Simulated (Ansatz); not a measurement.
**Prototype screening**

Computed with DFT r2SCAN, scalar-relativistic, plane waves, PAW (Ansatz). All cells share a 500 eV cutoff and Γ-centred k meshes spaced at most 0.3 Å⁻¹ (0.19 for metals, 2π included).

Each formula was placed on the sites of the named type and relaxed at zero pressure without lowering the symmetry. No run is spin-polarised. The smearing is 0.1 eV for metals and 0.01 to 0.02 eV otherwise. The zero of energy is the elements' standard structures at the same level; no fitted shifts are applied.

For metals, differences of a few meV/atom aren't resolved. Spin–orbit coupling is left out.

```json
{"formula": "Cd", "started on type": "iodine", "final group": "Fmmm", "a or a / b (Å)": "2.90 / 5.40", "c (Å)": "5.70", "V (Å³/atom)": "22.4", "E over elements (eV/atom)": "0.01", "gap on mesh (eV)": "0.00"}
{"formula": "Cd", "started on type": "alpha-boron", "final group": "R-3m", "a or a / b (Å)": "7.45", "c (Å)": "20.74", "V (Å³/atom)": "27.7", "E over elements (eV/atom)": "?", "gap on mesh (eV)": "0.00"}
{"formula": "PtW3", "started on type": "Cu3Au (L1_2)", "final group": "Pm-3m", "a or a / b (Å)": "3.96", "c (Å)": "3.96", "V (Å³/atom)": "15.6", "E over elements (eV/atom)": "0.03", "gap on mesh (eV)": "0.00"}
{"formula": "Cd", "started on type": "grey arsenic (A7)", "final group": "R-3m", "a or a / b (Å)": "3.26", "c (Å)": "7.15", "V (Å³/atom)": "22.0", "E over elements (eV/atom)": "0.02", "gap on mesh (eV)": "0.00"}
```

(1) E over elements (eV/atom) of Cd on the alpha-boron type?

Results:

(1) 0.19